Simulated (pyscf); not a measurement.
A first-order saddle from PySCF, ωB97X-D3(BJ)/def2-SVP:

```xyz
12

Bi    -0.7005     0.8815    -0.6909
O      0.7999    -0.3639     0.3311
O      0.0236     2.5155     0.3672
O     -2.1660     0.6570     0.7454
H      1.3910    -0.0200     1.0189
H     -0.4183     2.5439     1.2292
H     -2.3622    -0.2715     0.9327
Si     0.0738    -2.1163     0.4603
H     -0.7441    -1.4422    -0.7549
H      1.3263    -2.4110     1.2681
H     -1.0275    -2.0475     1.4768
H     -0.0237    -3.4495    -0.2479
```

Surface: singlet, charge 0. Lowest wavenumbers (cm⁻¹): 286i, 91, 111, 149, 184.

Problem. Name the species on either side of this saddle.

Solution. HO–Bi(OH)–OH + silane (SiH₄) ⇌ HO–BiH–OH + silanol (HO–SiH₃), a four-centre exchange read from left to right: Bi–O, H–Si broken and Bi–H, O–Si formed. At ωB97M-D3(BJ)/def2-TZVP it lies +0.48 eV from the left side and +0.83 eV from the right (each side as separated species at their lowest minima found). On the reactant side the descent ends in a complex (not fully relaxed), 0.20 eV under the separated species and 0.57 eV under the saddle at ωB97X-D3(BJ)/def2-TZVP. On the product side the descent ends in a bound adduct (not fully relaxed), 0.47 eV under the separated species and 1.11 eV under the saddle at ωB97X-D3(BJ)/def2-TZVP. At ωB97X-D3(BJ) the barrier from the zero used here is 0.37 eV. This is the saddle that the search found; another between the same sides may lie lower. Elements past Kr carry the def2 core potentials, without spin-orbit coupling.
